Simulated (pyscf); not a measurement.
# Concerted two-bond exchange: :HGe–GeH₃ (SMILES [GeH][GeH3]) [triplet] + H₂O (SMILES O) -> GeH₂ (SMILES [GeH2]) [triplet] + HO–GeH₃ (SMILES [OH][GeH3])

Gas phase, triplet surface, charge 0. Bonds broken: Ge1–Ge2, H4–O9. Bonds formed: Ge1–H4, Ge2–O9. Single points on ωB97X-D3(BJ)/def2-SVP structures (PySCF, gas phase).

Transition state (Å):

```xyz
9

Ge     1.4574    -1.0459     0.6124
Ge    -0.9293     1.0528     0.0658
H      1.1667     2.3335    -0.4911
H      1.3628     0.6421    -0.4314
H      1.1996    -2.3954    -0.1630
H     -1.6347     2.3257    -0.4510
H     -0.8332     1.0931     1.5839
H     -1.4736    -0.1890    -0.6181
O      0.7556     1.5003    -0.7798
```

One imaginary mode, 268i cm⁻¹; descent along it reached the two sides named.

| bond | change | reactant side (Å) | saddle | product side |
|---|---|---|---|---|
| Ge1–Ge2 | breaks | 2.401 | 3.2 | 3.9 |
| H4–O9 | breaks | 0.966 | 1.107 | 2.525 |
| Ge1–H4 | forms | 3.1 | 1.987 | 1.539 |
| Ge2–O9 | forms | 3.1 | 1.938 | 1.788 |

Electronic energies relative to the separated reactants (eV):

```
level                   barrier  reaction energy  reverse barrier
----------------------  -------  ---------------  ---------------
ωB97X-D3(BJ)/def2-TZVP     1.40            +0.57             0.83
PBE/def2-TZVP              1.04            +0.49             0.55
r²SCAN/def2-TZVP           1.14            +0.40             0.74
B3LYP-D3(BJ)/def2-TZVP     1.13            +0.44             0.70
PBE0-D3(BJ)/def2-TZVP      1.16            +0.50             0.67
M06-2X/def2-TZVP           1.15            +0.27             0.87
ωB97M-D3(BJ)/def2-TZVP     1.25            +0.37             0.88
HF/def2-TZVP               1.87            +0.15             1.72
```

With ωB97M-D3(BJ)/def2-TZVP energies and thermal terms (ideal gas, 1 atm, RRHO with modes under 100 cm⁻¹ raised to 100, one conformer, R ln 2 for chiral ones without a mode under 150 cm⁻¹), in eV:

```
T (K)   ΔH‡   ΔG‡     ΔH     ΔG
-----  ----  ----  -----  -----
298    1.17  1.64  +0.28  +0.29
600    1.18  2.11  +0.27  +0.31
900    1.21  2.57  +0.27  +0.34
1200   1.25  3.02  +0.28  +0.36
```

This saddle turned up in a search for another step; its sides and bond changes are read from the two ends of the descent. :HGe–GeH₃ [triplet] is an excited spin state, 0.89 eV over the singlet at ωB97X-D3(BJ)/def2-TZVP. GeH₂ [triplet] is an excited spin state, 1.18 eV over the singlet at ωB97X-D3(BJ)/def2-TZVP. This is the saddle that the search found; another between the same sides may lie lower. Elements up to Kr have no core potential and no relativistic terms here.
